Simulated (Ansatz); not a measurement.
A made-up structure of BH3SO, closed shell:

```
6
angstrom
B -0.8830 0.0585 -0.5793
S 1.1343 -0.0400 1.2441
O 0.3682 -0.9461 0.0844
H -1.5494 -0.5069 -1.3934
H -1.0468 1.1847 -0.2333
H 2.3235 0.3693 0.7264
```

It is relaxed with PBE-D4/def2-SVP and then PBE0-D4/def2-TZVP (Ansatz 0.2.0). Atoms count as bonded within 1.22 times the sum of their covalent radii (H–H: 0.88 Å). The end point is not checked to be a true minimum.

(1) Does its bonding change? (A judgement: the text doesn't fix the answer.)

Answers

(1) The calculation gives: No: no bond forms or breaks.

Where it ends: The first stage lowers the energy by 1.65 eV in 17 steps. It ends as BH₃SO ([BH2][O][SH]):
B1  (-0.849, 0.028, -0.530)
S2  (1.222, 0.444, 1.022)
O3  (0.394, -0.368, -0.187)
H4  (-1.362, -0.610, -1.400)
H5  (-1.373, 0.956, 0.019)
H6  (2.315, -0.330, 0.925)
(Å)

Labels in which every atom is bracketed show which atoms are joined, not bond orders.

For scale, one of the runs: PBE0-D4/def2-TZVP relaxation, 117 basis functions, launched by `ansatz run in.yaml --threads 2 --pin off --events-out ev --progress --plain --max-ram 4352MiB`. Hardware: 2 CPU threads of an Arm Neoverse V2, shared host. Wall time about 12 s.
